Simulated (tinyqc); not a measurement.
Extended Hueckel theory, for N2, step by step. Computed by tinyqc, a small Python program that keeps every step (integrals from PySCF). Settings: charge = 0, K = 2.0, multiplicity = 1. Command: `OMP_NUM_THREADS=1 python tinyqc.py 29560 29561 out.jsonl` (the two numbers bound the seeds that draw the settings). One thread of a shared host (Intel(R) Xeon(R) Processor @ 2.60GHz), about 0.01 s of CPU time with the checks.

## Overlaps

Geometry (angstrom):
```
atom         x         y         z
N     0.000000  0.000000  0.000000
N     0.000000  0.000000  1.005000
```

Parameters chosen for this run:
```
element  shell  Slater exponent   H_ii (eV)
N           2s         1.950000  -26.000000
N           2p         1.950000  -13.400000
```

Slater orbitals, each expanded in six Gaussians scaled to its exponent.

overlap S:
```
            1N 2s    1N 2px    1N 2py     1N 2pz     2N 2s    2N 2px    2N 2py     2N 2pz
1N 2s    1.000000  0.000000  0.000000   0.000000  0.508138  0.000000  0.000000  -0.470891
1N 2px   0.000000  1.000000  0.000000   0.000000  0.000000  0.334499  0.000000   0.000000
1N 2py   0.000000  0.000000  1.000000   0.000000  0.000000  0.000000  0.334499   0.000000
1N 2pz   0.000000  0.000000  0.000000   1.000000  0.470891  0.000000  0.000000  -0.292392
2N 2s    0.508138  0.000000  0.000000   0.470891  1.000000  0.000000  0.000000   0.000000
2N 2px   0.000000  0.334499  0.000000   0.000000  0.000000  1.000000  0.000000   0.000000
2N 2py   0.000000  0.000000  0.334499   0.000000  0.000000  0.000000  1.000000   0.000000
2N 2pz  -0.470891  0.000000  0.000000  -0.292392  0.000000  0.000000  0.000000   1.000000
```

## Wolfsberg-Helmholz matrix

diagonal H_ii (eV): 1N 2s -26.000000, 1N 2px -13.400000, 1N 2py -13.400000, 1N 2pz -13.400000, 2N 2s -26.000000, 2N 2px -13.400000, 2N 2py -13.400000, 2N 2pz -13.400000

K = 2.000000

H_ij = K' S_ij (H_ii + H_jj)/2 for i != j (the diagonal keeps H_ii), with K' = 2.

H (eV):
```
             1N 2s      1N 2px      1N 2py      1N 2pz       2N 2s      2N 2px      2N 2py      2N 2pz
1N 2s   -26.000000    0.000000    0.000000    0.000000  -26.423178    0.000000    0.000000   18.553088
1N 2px    0.000000  -13.400000    0.000000    0.000000    0.000000   -8.964583    0.000000    0.000000
1N 2py    0.000000    0.000000  -13.400000    0.000000    0.000000    0.000000   -8.964583    0.000000
1N 2pz    0.000000    0.000000    0.000000  -13.400000  -18.553088    0.000000    0.000000    7.836106
2N 2s   -26.423178    0.000000    0.000000  -18.553088  -26.000000    0.000000    0.000000    0.000000
2N 2px    0.000000   -8.964583    0.000000    0.000000    0.000000  -13.400000    0.000000    0.000000
2N 2py    0.000000    0.000000   -8.964583    0.000000    0.000000    0.000000  -13.400000    0.000000
2N 2pz   18.553088    0.000000    0.000000    7.836106    0.000000    0.000000    0.000000  -13.400000
```

## Orbitals

valence electrons = 10

Solve H C = S C e through S^(-1/2); fill by pairs from the bottom, a degenerate level sharing its electrons equally; each orbital has its largest coefficient positive (the first on a tie).

orbital energies (eV): -34.885821  -19.767387  -16.758781  -16.758781  -12.762013  -6.664782  -6.664782  138.807991

occupations: 2.000000  2.000000  2.000000  2.000000  2.000000  0.000000  0.000000  0.000000

coefficients:
```
              MO1        MO2        MO3       MO4        MO5        MO6        MO7        MO8
1N 2s    0.558608  -0.458567   0.000000  0.000000  -0.249098   0.000000   0.000000   1.609611
1N 2px   0.000000   0.000000   0.590635  0.160695   0.000000   0.436223   0.749015   0.000000
1N 2py   0.000000   0.000000  -0.160695  0.590635   0.000000   0.749015  -0.436223   0.000000
1N 2pz   0.049787   0.503269   0.000000  0.000000   0.658835   0.000000   0.000000   1.301461
2N 2s    0.558608   0.458567   0.000000  0.000000  -0.249098   0.000000   0.000000  -1.609611
2N 2px   0.000000   0.000000   0.590635  0.160695   0.000000  -0.436223  -0.749015   0.000000
2N 2py   0.000000   0.000000  -0.160695  0.590635   0.000000  -0.749015   0.436223   0.000000
2N 2pz  -0.049787   0.503269   0.000000  0.000000  -0.658835   0.000000   0.000000   1.301461
```

sum of one-electron energies = -201.865569 eV

Within a degenerate level the vectors are fixed only up to a rotation; this is one choice.

## Mulliken analysis

P = C n C^T; charge = valence electrons (N 5) minus the sum of (P S)_ii on the atom; overlap population = 2 sum P_ij S_ij between two atoms.

charges: 1N 0.000000, 2N 0.000000

Overlap populations:
```
pair     value
2-1   1.905827
```
